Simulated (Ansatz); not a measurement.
Geometry optimisation, Ansatz, RKS PBE0/cc-pVDZ.

Input:

```yaml
crystal:
  periodic: [false, false, false]
  atoms:
    - { symbol: C, position_ang: [-0.94085, -0.23469, -0.85191] }
    - { symbol: S, position_ang: [-0.37192, 0.88889, 0.18494] }
    - { symbol: S, position_ang: [-1.95412, 2.68817, 0.74894] }
    - { symbol: H, position_ang: [-0.76056, -0.15172, -1.91526] }
    - { symbol: H, position_ang: [-1.33575, -1.17492, -0.4932] }
    - { symbol: H, position_ang: [-1.26395, 3.51019, -0.02528] }
total_charge: -1
basis:
  gaussian: { orbitals: cc-pVDZ }
hamiltonian:
  xc: pbe0
relax:
  f_tol: 0.015
  max_steps: 40
```

Launched with:

```bash
$ ansatz run input.yaml --threads 1 --pin off --max-ram 2048MiB --backend cpu --events-out ev --progress --plain --runs-dir out
```

Question: Where does it end, and by what steps?

Answer: The run converged. Limits of this set-up: an anion without diffuse functions, the dipole of an ion depends on the origin. After 7 steps the energy has fallen by 0.177 eV; H6 moved furthest, 0.24 Å.

```csv
step,energy less start (eV),largest force component (eV/Å),accepted
0,0.0000,0.768,yes
1,-0.1101,0.790,yes
2,-0.1330,0.651,yes
3,-0.1633,0.450,yes
4,-0.1705,0.313,yes
5,-0.1746,0.093,yes
6,-0.1770,0.055,yes
7,-0.1773,0.008,yes
```

```xyz
6
Properties=species:S:1:pos:R:3
C -0.811 -0.303 -0.842
S -0.289 0.781 0.276
S -1.867 2.782 0.889
H -0.736 -0.098 -1.922
H -1.485 -1.133 -0.572
H -1.439 3.498 -0.182
```

The run took 19 s on 1 thread of Arm Neoverse V1, with other jobs on the host, peak memory 0.12 GiB.
